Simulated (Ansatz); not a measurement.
Worked example: correlation energy of [H···H···F], doublet

Geometry: a point of a hydrogen-transfer path between rigid fragments, not a stationary point.

```xyz
3

H     0.0000    0.0000   -0.9063
H     0.0000    0.0000   -0.0883
F     0.0000    0.0000    0.9947
```

Basis cc-pVTZ; Ansatz 0.2.0. Only valence electrons are correlated (noble-gas cores frozen), which leaves 9 electrons in 57 orbitals. R marks a restricted (for open shells ROHF) determinant, U an unrestricted one.

Full CI isn't at hand for all of this; UCCSDT(Q) serves as the reference, and is uncertain by about the last step of the cluster series.

Runs differ by some tens of microhartree through their thresholds and, for an open shell, their frozen cores, so steps under 0.03 kcal/mol mean nothing.

```json
{"level": "UHF", "total energy (hartree)": "-100.504286"}
{"level": "UMP2", "total energy (hartree)": "-100.781549"}
{"level": "UCCSD", "total energy (hartree)": "-100.791711"}
{"level": "UCCSD(T)", "total energy (hartree)": "-100.798861"}
{"level": "UCCSDT", "total energy (hartree)": "-100.799101"}
{"level": "UCCSDT(Q)", "total energy (hartree)": "-100.799449"}
```

Q: What is the correlation energy at UCCSDT(Q), and what share of it do UMP2 and UCCSD(T) recover?

A: E(corr) = -100.799449 − (-100.504286) = -0.295163 hartree = -8.032 eV. UMP2: -0.277263 / -0.295163 = 93.94 %. UCCSD(T): -0.294575 / -0.295163 = 99.80 %.

Q: By how many kcal/mol does UCCSD(T) miss UCCSDT(Q) (1 hartree = 627.509 kcal/mol), and which steps make up the rest?

A: -100.798861 − (-100.799449) = 0.000588 hartree = 0.37 kcal/mol. Steps: UCCSDT − UCCSD(T) = -0.15, UCCSDT(Q) − UCCSDT = -0.22 kcal/mol. That is within 1 kcal/mol of the reference in this basis, which itself misses far more of the correlation at the basis-set limit.
